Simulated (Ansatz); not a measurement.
System: 2H WS₂. Method: r²SCAN+SOC (plane waves, PAW; Ansatz, a quantum-chemistry and plane-wave program).

Run with plane-wave cutoff 560 eV, 12×12×4 k mesh (along the axes of the cell as run), Fermi–Dirac smearing 0.01 eV, PAW data made under PBE.

Properties against volume:

Shape and atoms are relaxed at each volume.

| V (Å³/atom) | P (GPa) | direct gap at Γ (eV) | smallest gap on the k mesh (eV) | c (Å) |
|---|---|---|---|---|
| 18.328 | 1.07 | 2.347 | 1.157 | 12.619 |
| 18.710 | 0.44 | 2.401 | 1.236 | 12.840 |
| 19.092 | 0.00 | 2.445 | 1.313 | 13.071 |
| 19.474 | -0.29 | 2.492 | 1.365 | 13.312 |
| 19.855 | -0.46 | 2.537 | 1.406 | 13.559 |

The fundamental gap (1.31 eV at the equilibrium volume, with added k points) lies elsewhere than Γ–Γ.

Note: for a layered or molecular solid the relaxed cell lies over 5 % above the published volume, where the minimum can be shallow; the cell comes from a level without a dispersion term, which matters for the spacing of layers, chains or molecules; the bulk modulus comes from volumes at which shape and atoms were relaxed.
